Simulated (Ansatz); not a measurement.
A displaced shape of singlet C2H2:

```xyz
4

C    -0.0467   -0.0164   -0.4852
C    -0.0416   -0.0157    0.7991
H    -0.0484   -0.9506   -1.0196
H    -0.0062    0.9891   -1.0037
```

It was optimised with HF/def2-SVP in Ansatz (development build ahead of 0.2.0) to forces under 0.001 eV/Å, with restricted orbitals. Each step stands on the lowest determinant of that kind that the program's search found.

Task: What shape does it relax to, and how does the optimisation go?

Result:

```xyz
4

C    -0.0353    0.0023   -0.4803
C    -0.0459   -0.0157    0.8123
H    -0.0505   -0.9315   -1.0340
H    -0.0112    0.9512   -1.0074
```

Bond lengths: C1–C2 1.293 Å, C1–H3 1.086 Å, C1–H4 1.086 Å. Angles: C2–C1–H3 119.9°, C2–C1–H4 119.9°, H3–C1–H4 120.3°.

| step | E − E(start) (eV) | largest force (eV/Å) |
| --- | --- | --- |
| 1 | 0.0000 | 1.6153 |
| 2 | 0.2647 | 2.6678 |
| 3 | 0.0283 | 1.1126 |
| 4 | -0.0232 | 0.9278 |
| 5 | -0.0364 | 0.6127 |
| 6 | -0.0415 | 0.4420 |
| 7 | -0.0422 | 0.4120 |
| 8 | -0.0451 | 0.1825 |
| 9 | -0.0453 | 0.1343 |
| 10 | -0.0455 | 0.0778 |
| 11 | -0.0456 | 0.0901 |
| 12 | -0.0462 | 0.1082 |
| 13 | -0.0463 | 0.0705 |
| 14 | -0.0463 | 0.0489 |
| 15 | -0.0464 | 0.0375 |
| 16 | -0.0464 | 0.0238 |
| 17 | -0.0464 | 0.0290 |
| 18 | -0.0458 | 0.1024 |
| 19 | -0.0465 | 0.0269 |
| 20 | -0.0465 | 0.0152 |
| 21 | -0.0465 | 0.0075 |
| 22 | -0.0465 | 0.0016 |
| 23 | -0.0465 | 0.0019 |
| 24 | -0.0465 | 0.0027 |
| 25 | -0.0465 | 0.0007 |

The optimisation ended after 25 steps with its threshold met.
